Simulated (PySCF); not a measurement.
Species: C₄H₄N₂.
Atom-mapped SMILES: `[CH2:1]=[N:2][C:3](=[CH2:4])[C:5]#[N:6]` (hydrogens: H7, H8 on C1; H9, H10 on C4)

Torsions of this conformer, `[CH2:1]=[N:2][C:3](=[CH2:4])[C:5]#[N:6]`: C1–N2–C3–C4 180°.

The closed-shell ground state was solved at several levels (PySCF, density fitting, gas phase, non-relativistic). The structure is a single PBE0-D3(BJ)/def2-SVP conformer in the gas phase; no vibrational or solvent corrections.

```tsv
level	basis functions	total energy (Eh)	HOMO (eV)	LUMO (eV)	gap (eV)	dipole (D)
wB97X-D/pcSseg-2	272	-264.2634	-9.81	-0.44	9.37	2.31
wB97X-D/def2-SVPD	152	-263.9815	-9.85	-0.42	9.43	2.33
B3LYP/pcJ-1	202	-264.2795	-7.84	-2.35	5.49	2.24
```

Question: What might PBE0/pcSseg-1 (122 basis functions) give for the same quantities?

Answer: Total energy -263.9204 Eh, HOMO -8.07 eV, LUMO -2.16 eV, gap 5.91 eV, dipole 2.23 D.

Question: Over all these levels, which gives the widest orbital gap and which the narrowest?

Answer: wB97X-D/def2-SVPD (range-separated hybrid) has the widest, 9.43 eV, and B3LYP/pcJ-1 (global hybrid, 20 % exact exchange) the narrowest, 5.49 eV. Functional and basis both differ between the two, so the spread mixes both effects.

Question: How far do the dipole and the HOMO energy spread over the levels?

Answer: The dipole runs from 2.23 to 2.33 D (mean 2.28 D) and the HOMO from -9.85 to -7.84 eV.

The pairwise dispersion term of wB97X-D wasn't added to the energies; at a given geometry it leaves orbitals and properties as they are.
